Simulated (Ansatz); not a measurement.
C3H7NO can be A, `CC(N)C=O`, or B, `NCC1CO1`.

Gas-phase electronic energies from Ansatz, PBE0-D4/def2-TZVP geometries. CCSD(T)/CBS adds triple-zeta CCSD(T) − MP2 to the extrapolated MP2 energy (def2 sets, frozen cores). Functionals use def2-TZVPP. Each species was taken in one conformer, which may not be the lowest.

(1) Which is lower in electronic energy at CCSD(T)/CBS, and by how much? (Estimate.)

(2) Give E(B) − E(A) in kJ/mol with ωB97M-V, B2PLYP, MP2/def2-TZVPP, CCSD(T)/def2-TZVPP, CCSD/def2-TZVPP, PBE-D4, r2SCAN-D4. (An estimate is asked.)

Largest T1 diagnostic: 0.013.

Results:

(1) Computed: A, by 99.6 kJ/mol.

(2) Computed: ωB97M-V 97.1, B2PLYP 103.4, MP2/def2-TZVPP 97.2, CCSD(T)/def2-TZVPP 100.7, CCSD/def2-TZVPP 100.9, PBE-D4 89.7, r2SCAN-D4 92.9. None reverses the order clearly.

In def2-TZVPP, CCSD(T) changes the Hartree–Fock value by −14.9 kJ/mol (the triples alone add −0.2 kJ/mol) and MP2 by −18.4 kJ/mol.
